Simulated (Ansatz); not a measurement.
Program: Ansatz 0.2.0.

`[OH+]=C1C=C[CH]C=C1` radical. Total charge 1; spin multiplicity 2. The geometry is a stationary point of PBE0-D4/def2-TZVP. It is one conformer, not always the lowest.

```xyz
13

O     1.878   -1.479    0.379
C     0.868   -0.685    0.182
C     0.655   -0.269   -1.168
C    -0.387    0.564   -1.442
C    -1.230    0.997   -0.399
C    -1.017    0.583    0.938
C     0.018   -0.249    1.237
H     1.989   -1.739    1.308
H     1.334   -0.632   -1.930
H    -0.572    0.896   -2.456
H    -2.058    1.660   -0.621
H    -1.682    0.933    1.718
H     0.205   -0.582    2.253
```

Give the Mulliken charges with r2SCAN, B3LYP, PBE in def2-TZVPP. (Estimate.)

The calculation gave: 
| atom | r2SCAN | B3LYP | PBE |
| --- | --- | --- | --- |
| O1 | -0.15 | -0.13 | -0.08 |
| C2 | 0.31 | 0.26 | 0.23 |
| C3 | -0.04 | -0.06 | -0.05 |
| C4 | -0.07 | -0.09 | -0.08 |
| C5 | 0.03 | -0.02 | 0.00 |
| C6 | -0.08 | -0.10 | -0.09 |
| C7 | -0.05 | -0.08 | -0.06 |
| H8 | 0.26 | 0.25 | 0.26 |
| H9 | 0.17 | 0.20 | 0.18 |
| H10 | 0.16 | 0.19 | 0.18 |
| H11 | 0.17 | 0.20 | 0.19 |
| H12 | 0.16 | 0.20 | 0.18 |
| H13 | 0.13 | 0.17 | 0.15 |

B3LYP here is the variant with VWN-RPA as its local correlation; programs differ in this.
